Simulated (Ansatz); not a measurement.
# BSiH2 (quartet): RPA-PBE over vertical spin and charge gaps, cc-pVTZ

Aim: run BSiH2 (quartet) with these functionals over vertical spin and charge gaps, and hold them against the top wave-function level at the same points.

The runs use Ansatz 0.2.0, Gaussian basis; cc-pVTZ, all electrons in the functionals, frozen cores in the correlation of double hybrids and RPA.

The runs, in order: RPA-PBE, at charge 0, quartet; charge 0, doublet; charge 0, sextet; charge 1, triplet; charge 1, quintet.

**1. What is computed**

The geometry is a PBE0/def2-TZVP stationary point (not a proven minimum).

4 atoms, charge 0, spin multiplicity 4.

Atoms are counted from 1 here; the program's logs count them from 0.

Bond lengths: Si1–B2 1.871 Å, Si1–H3 1.488 Å, Si1–H4 1.488 Å. Angles: B2–Si1–H3 125.4°, B2–Si1–H4 125.4°, H3–Si1–H4 109.2°.

No dispersion term is added.

The geometry shown and the zero of energy belong to the point charge 0, quartet. The yardstick, UCCSDT(Q), and other wave-function levels (R restricted, U unrestricted, valence and pair active spaces) come from earlier runs.

**2. RPA-PBE, charge 0, quartet**

File in.yaml:

```yaml
crystal:
  periodic: [false, false, false]
  atoms:
    - {symbol: Si, position_ang: [0.000000, 0.000000, 0.451790]}
    - {symbol: B, position_ang: [0.000000, 0.000000, -1.418773]}
    - {symbol: H, position_ang: [0.000000, 1.212692, 1.314369]}
    - {symbol: H, position_ang: [0.000000, -1.212692, 1.314369]}
basis:
  gaussian: {orbitals: cc-pVTZ}
magnetization: {spin_polarized: true, initial_magnetization: 3}
hamiltonian: {xc: {name: PBE}}
correlation: {method: rpa, electrons: outside_noble_gas}
```

Command:

```bash
> ansatz run in.yaml --threads 2 --pin off --events-out ev --progress --plain --max-ram 24576MiB --backend cuda --devices 0, --max-vram 18GiB
```

Further steps of the session: RPA-PBE, charge 0, doublet; RPA-PBE, charge 0, sextet; RPA-PBE, charge 1, triplet; RPA-PBE, charge 1, quintet.

**Question.** What will the summary of the whole plan be? Wanted: quartet to doublet, UCCSDT(Q); quartet to sextet, UCCSDT(Q); ionisation to the triplet cation, UCCSDT(Q); ionisation to the quintet cation, UCCSDT(Q); largest miss, RPA-PBE.

**Answer**, as computed:

| quantity | value |
| --- | --- |
| quartet to doublet, UCCSDT(Q) | -27.8 kJ/mol |
| quartet to sextet, UCCSDT(Q) | 635.9 kJ/mol |
| ionisation to the triplet cation, UCCSDT(Q) | 754.2 kJ/mol |
| ionisation to the quintet cation, UCCSDT(Q) | 1229.5 kJ/mol |
| largest miss, RPA-PBE | +18.3 kJ/mol (ionisation to the triplet cation) |

In words: RPA-PBE strays by up to 18.3 kJ/mol, at ionisation to the triplet cation. Functionals and the yardstick converge differently with the basis, so part of each miss in cc-pVTZ is the basis.
